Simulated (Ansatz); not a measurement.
**triplet CF+ at 6 levels**

Wanted: a comparison of 6 runs (UHF/aug-cc-pVTZ, UB3LYP/6-31G*, U-wB97X/aug-cc-pVTZ, UB2PLYP/aug-cc-pVTZ, UBLYP/aug-cc-pVTZ, UBCCD(T)/aug-cc-pVTZ) of triplet CF+. 

The results are computed with Ansatz 0.2.0.

2 further runs of the same task are left out: 2 set aside as unsound or not needed.

### 1 Starting point

CF+ has 2 atoms, charge +1, and is taken as a triplet. SMILES of the parent species: `[C+]F`. The shape is that of a PBE0-D4/def2-TZVP optimisation. That shape belongs to the parent species and isn't relaxed for this state.

Bond lengths: C1–F2 1.153 Å.

### 2 The energy at UHF/aug-cc-pVTZ (run 1)

molecule.yaml reads:

```yaml
crystal:
  periodic: [false, false, false]
  atoms:
    - {symbol: C, position_ang: [0.492270, -0.160830, 0.253170]}
    - {symbol: F, position_ang: [-0.492270, 0.160830, -0.253170]}
basis:
  gaussian:
    orbitals: aug-cc-pVTZ
total_charge: 1
magnetization:
  spin_polarized: true
  initial_magnetization: 2
hamiltonian:
  xc: hf
accuracy: high
output:
  orbitals: {seedname: orbitals}
```

On the command line:

```bash
$ ansatz run molecule.yaml --threads 1 --pin off --max-ram 3480MiB --events-out events.jsonl --progress --plain --runs-dir runs
```

What it wrote:

```text
Warning: RAYON_NUM_THREADS=1 ignored (pool sized by the plan → 1); use --threads N
Functional definition: HF
  name "HF"
  exchange = exact_x
  correlation = 0
1257 factors; integrals over basis functions are off by at most 3.3e-9 eV
mean field evaluation 1: about -3716.5989 eV, gradient 4.0e1 eV
mean field evaluation 2: about -3716.5995 eV, gradient 4.0e1 eV
mean field evaluation 4: about -3721.4959 eV, gradient 3.5e0 eV
mean field evaluation 8: about -3721.6492 eV, gradient 2.3e-1 eV
mean field evaluation 16: about -3719.2811 eV, gradient 2.9e1 eV
mean field -3721.65040194 eV, -136.7681296461 hartree, gradient 2.1e-8 eV, S^2 2.011183; 0 other end points of the search recorded, 0 dependent functions left out
reference -3721.65040194 eV, -136.7681296461 hartree; 8, 6 occupied and 84, 86 virtual orbitals, 1257 factors
Total energy: -3721.65040194 eV, -136.7681296461 hartree
```

Run time: 1.2 s. Hardware: 1 thread of Arm Neoverse V2, shared host; peak memory 0.16 GiB.

### 3 The energy at UB3LYP/6-31G(d) (Cartesian functions) (run 2)

in.yaml reads:

```yaml
crystal:
  periodic: [false, false, false]
  atoms:
    - {symbol: C, position_ang: [0.492270, -0.160830, 0.253170]}
    - {symbol: F, position_ang: [-0.492270, 0.160830, -0.253170]}
basis:
  gaussian: {orbitals: "6-31G*"}
total_charge: 1
magnetization: {spin_polarized: true, initial_magnetization: 2}
hamiltonian: {xc: {name: B3LYP}}
accuracy: high
output: {orbitals: {seedname: orbitals}}
```

On the command line:

```bash
$ ansatz run in.yaml --threads 1 --pin off --max-ram 3480MiB --events-out events.jsonl --progress --plain --runs-dir runs
```

What it wrote:

```text
Warning: RAYON_NUM_THREADS=1 ignored (pool sized by the plan → 1); use --threads N
Functional definition: B3LYP
  name "B3LYP"
  parameter a0 = 0.2
  parameter ax = 0.72
  parameter ac = 0.81
  exchange = (1 - a0 - ax)*slater_x + ax*b88_x + a0*exact_x
  correlation = (1 - ac)*vwn_rpa_c + ac*lyp_c
526 factors; integrals over basis functions are off by at most 3.1e-9 eV
mean field evaluation 1: about -3727.0966 eV, gradient 5.2e1 eV
mean field evaluation 2: about -3679.6913 eV, gradient 1.3e2 eV
mean field evaluation 4: about -3735.0645 eV, gradient 1.8e0 eV
mean field evaluation 8: about -3735.0779 eV, gradient 7.1e-2 eV
mean field evaluation 16: about -3735.0780 eV, gradient 8.5e-7 eV
mean field -3735.07800848 eV, -137.2615850849 hartree, gradient 7.8e-9 eV, S^2 2.005079; 0 other end points of the search recorded, 0 dependent functions left out
reference -3735.07802629 eV, -137.2615857394 hartree; 8, 6 occupied and 22, 24 virtual orbitals, 526 factors
Total energy: -3735.07802629 eV, -137.2615857394 hartree
```

It took 0.88 s on 1 thread of Arm Neoverse V2, shared host; peak memory 0.094 GiB.

Run 3 isn't shown in full; the table further down has it.

### 4 A single-point energy at UB2PLYP/aug-cc-pVTZ (run 4)

run.yaml reads:

```yaml
crystal:
  periodic: [false, false, false]
  atoms:
    - symbol: C
      position_ang: [0.492270, -0.160830, 0.253170]
    - symbol: F
      position_ang: [-0.492270, 0.160830, -0.253170]
basis:
  gaussian:
    orbitals: aug-cc-pVTZ
total_charge: 1
magnetization:
  spin_polarized: true
  initial_magnetization: 2
hamiltonian:
  xc: {name: B2PLYP}
correlation:
  frozen_orbitals: {C: 1, F: 1}
accuracy: high
output: {orbitals: {seedname: orbitals}}
```

On the command line:

```bash
$ ansatz run run.yaml --threads 1 --pin off --max-ram 3480MiB --events-out events.jsonl --progress --plain --runs-dir runs
```

What it wrote:

```text
Warning: RAYON_NUM_THREADS=1 ignored (pool sized by the plan → 1); use --threads N
Functional definition: B2PLYP
  name "B2PLYP"
  parameter a = 0.53
  parameter c = 0.27
  exchange = (1 - a)*b88_x + a*exact_x
  correlation = (1 - c)*lyp_c + c*(mp2_os + mp2_ss)
1257 factors; integrals over basis functions are off by at most 3.3e-9 eV
mean field evaluation 1: about -3725.0093 eV, gradient 5.0e1 eV
mean field evaluation 2: about -3725.0096 eV, gradient 5.0e1 eV
mean field evaluation 4: about -3731.5921 eV, gradient 5.2e0 eV
mean field evaluation 8: about -3731.7132 eV, gradient 1.4e-1 eV
mean field evaluation 16: about -3731.7136 eV, gradient 1.0e-5 eV
mean field -3731.71364763 eV, -137.1379471040 hartree, gradient 6.9e-8 eV, S^2 2.006407; 0 other end points of the search recorded, 0 dependent functions left out
2 core orbitals not correlated: weight in the atoms' cores, before any rotation towards them, 1.000 or more for the frozen orbitals, at most 0.000 for the correlated occupied ones
reference -3731.71366501 eV, -137.1379477426 hartree; 6, 4 occupied and 84, 86 virtual orbitals, 1257 factors
second order -10.33046526 eV of doubles, -0.00000000 eV of singles
Total energy: -3734.50289063 eV, -137.2404498936 hartree
```

Run time: 3.6 s. Hardware: 1 thread of Arm Neoverse V2, shared host; peak memory 0.19 GiB.

Run 5 isn't shown in full; the table further down has it.

### 5 A single-point energy at UBCCD(T)/aug-cc-pVTZ (run 6)

in.yaml reads:

```yaml
crystal:
  periodic: [false, false, false]
  atoms:
    - symbol: C
      position_ang: [0.492270, -0.160830, 0.253170]
    - symbol: F
      position_ang: [-0.492270, 0.160830, -0.253170]
basis:
  gaussian: {orbitals: aug-cc-pVTZ}
magnetization: {spin_polarized: true, initial_magnetization: 2}
correlation: {method: bccd_t, frozen_orbitals: {C: 1, F: 1}}
total_charge: 1
accuracy: high
scf: {omitted_lower_state_checks: [cluster_reference, increment]}
```

On the command line:

```bash
$ ansatz run in.yaml --threads 1 --pin off --max-ram 3480MiB --events-out events.jsonl --progress --plain --runs-dir runs
```

What it wrote:

```text
Warning: RAYON_NUM_THREADS=1 ignored (pool sized by the plan → 1); use --threads N
[... 4 set-up lines as earlier in the session ...]
these checks for a lower state are left out or cut short: cluster_reference, increment
1257 factors; integrals over basis functions are off by at most 3.3e-9 eV
mean field evaluation 1: about -3716.5989 eV, gradient 4.0e1 eV
mean field evaluation 2: about -3716.5995 eV, gradient 4.0e1 eV
mean field evaluation 4: about -3721.4959 eV, gradient 3.5e0 eV
mean field evaluation 8: about -3721.6492 eV, gradient 2.3e-1 eV
mean field evaluation 16: about -3721.6472 eV, gradient 6.9e-1 eV
mean field -3721.65040194 eV, -136.7681296461 hartree, gradient 2.1e-8 eV, S^2 2.011183; 2 other end points of the search recorded, 0 dependent functions left out
2 core orbitals not correlated: weight in the atoms' cores, before any rotation towards them, 1.000 or more for the frozen orbitals, at most 0.000 for the correlated occupied ones
reference -3721.65040194 eV, -136.7681296461 hartree; 6, 4 occupied and 84, 86 virtual orbitals, 1257 factors
second order -8.53862754 eV of doubles, -0.00000000 eV of singles
cycle   1  -8.40795458 eV  change    1.3e-1 eV  update   7.5e-2
cycle   2  -8.62346215 eV  change   -2.2e-1 eV  update   2.7e-2
cycle   3  -8.68912463 eV  change   -6.6e-2 eV  update   1.7e-2
cycle   4  -8.67306113 eV  change    1.6e-2 eV  update   5.6e-3
cycle   5  -8.66831099 eV  change    4.8e-3 eV  update   2.2e-3
cycle   6  -8.66979720 eV  change   -1.5e-3 eV  update   1.0e-3
cycle   7  -8.67033269 eV  change   -5.4e-4 eV  update   4.8e-4
cycle   8  -8.67029829 eV  change    3.4e-5 eV  update   1.6e-4
cycle   9  -8.67036751 eV  change   -6.9e-5 eV  update   4.2e-5
cycle  10  -8.67034275 eV  change    2.5e-5 eV  update   1.8e-5
cycle  11  -8.67035676 eV  change   -1.4e-5 eV  update   7.1e-6
cycle  12  -8.67035387 eV  change    2.9e-6 eV  update   2.6e-6
cycle  13  -8.67035173 eV  change    2.1e-6 eV  update   1.0e-6
cycle  14  -8.67035269 eV  change   -9.6e-7 eV  update   3.1e-7
cycle  15  -8.67035221 eV  change    4.8e-7 eV  update   1.4e-7
cycle  16  -8.67035231 eV  change   -1.0e-7 eV  update   4.9e-8
cycle  17  -8.67035233 eV  change   -2.1e-8 eV  update   2.1e-8
cycle  18  -8.67035192 eV  change    4.1e-7 eV  update   5.9e-8
cycle  19  -8.67035198 eV  change   -5.5e-8 eV  update   2.1e-8
cycle  20  -8.67035196 eV  change    1.7e-8 eV  update   8.0e-9
cycle  21  -8.67035196 eV  change    2.6e-9 eV  update   4.2e-9
cycle  22  -8.67035196 eV  change  -7.1e-10 eV  update   2.1e-9
cycle  23  -8.67035196 eV  change   6.8e-10 eV  update  9.1e-10
perturbative correction -0.35032976 eV, -0.0128743811 hartree
Total energy: -3730.67108366 eV, -137.0996335847 hartree
Checks for a lower state left out: cluster_reference, increment
```

It took 14 s on 1 thread of Arm Neoverse V2, shared host; peak memory 1 GiB.

### 6 Overview of the runs

| run | level | Cartesian functions | frozen core orbitals | energy (Eh) | HOMO energy (eV) | ⟨S²⟩ | wall time |
| --- | --- | --- | --- | --- | --- | --- | --- |
| 1 | UHF/aug-cc-pVTZ | no | – | -136.768130 | -22.31 | 2.011 | 1.2 s |
| 2 | UB3LYP/6-31G* (Cartesian functions) | yes | – | -137.261586 | -16.54 | 2.005 | 0.88 s |
| 3 | U-wB97X/aug-cc-pVTZ | no | – | -137.286305 | -19.38 | 2.008 | 9.6 s |
| 4 | UB2PLYP/aug-cc-pVTZ | no | 2 | -137.240450 | -18.93 | 2.006 | 3.6 s |
| 5 | UBLYP/aug-cc-pVTZ | no | – | -137.307278 | -14.91 | 2.005 | 3.6 s |
| 6 | UBCCD(T)/aug-cc-pVTZ | no | 2 | -137.099634 | – | 2.011 | 14 s |

### 7 What came out

| quantity | value |
| --- | --- |
| run 6: total energy | -137.09963 Eh |
| run 6: correlation energy (2 core orbitals frozen) | -331.5 mEh |
| run 6: (T) correction | -12.87 mEh |
| run 6: ⟨S²⟩ of the reference determinant | 2.011 |

**Reading.** Totals of different functionals can't be ranked against each other. All runs together took 33 s, the longest 14 s.
